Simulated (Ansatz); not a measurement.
Zinc-blende ZnS, treated with HSE06 (Ansatz, an electronic-structure program, PAW).

Total energies, extrapolated to zero smearing (they compare only within this program, potentials and cutoff; free atoms with spin allowed, lowest state found):

```csv
system,energy (eV/atom)
"zinc-blende ZnS, relaxed",-2111.7037
free Zn atom,-3317.7743
free S atom,-899.6620
```

Task: Work out the cohesive energy per atom.

Result: E_coh = [1 × (-3317.7743) + 1 × (-899.6620)]/2 − (-2111.7037) = 2.99 eV/atom. The reference value is 3.21 eV/atom (measured, zero-point energy (9/8 kB θD) added and atomic spin-orbit splittings removed, spin-orbit-averaged atoms; as tabulated in Albrecht et al. (1997), arXiv:cond-mat/9706128), a difference of -0.22 eV/atom.

The PAW data were made under PBE.
